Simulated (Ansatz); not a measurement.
This geometry of BFH2O + H (6 atoms, charge 0, multiplicity 2) is a first-order saddle point.

All numbers below come from UKS B3LYP-D4/def2-SVP in Ansatz 0.2.0.

```xyz
6
Properties=species:S:1:pos:R:3
B 0.015 -0.068 -0.097
H -0.015 -0.051 1.501
F 1.159 0.213 -0.688
O -1.068 -0.352 -0.835
H -1.858 -0.544 -0.314
H -0.043 -0.044 2.410
```

Question: Which two structures does it join? (They come from a converged band through this point; their orientation in space is the band's.)

Answer: Bonds broken: B1–H2. Bonds formed: H2–H6. BFH2O + H becomes BFHO + H2.

First end point:

```xyz
6
Properties=species:S:1:pos:R:3
B 0.005 -0.095 -0.249
H 0.019 -0.140 0.959
F 1.123 0.209 -0.893
O -1.092 -0.339 -0.991
H -1.870 -0.553 -0.463
H 0.007 0.071 3.615
```

Last end point:

```xyz
6
Properties=species:S:1:pos:R:3
B -0.033 -0.100 -0.532
H 0.091 -0.022 2.405
F 1.100 0.191 -1.134
O -1.141 -0.365 -1.239
H -1.909 -0.565 -0.688
H 0.084 0.013 3.167
```

Question: How far does it lie above each of them?

Answer: 31.8 kJ/mol above the first and 19.8 kJ/mol above the second. This is the barrier of this one path; another mechanism may lie lower.

Time of the run: 3.3 min on 1 thread of Arm Neoverse V1, on a shared host, peak memory 0.12 GiB.
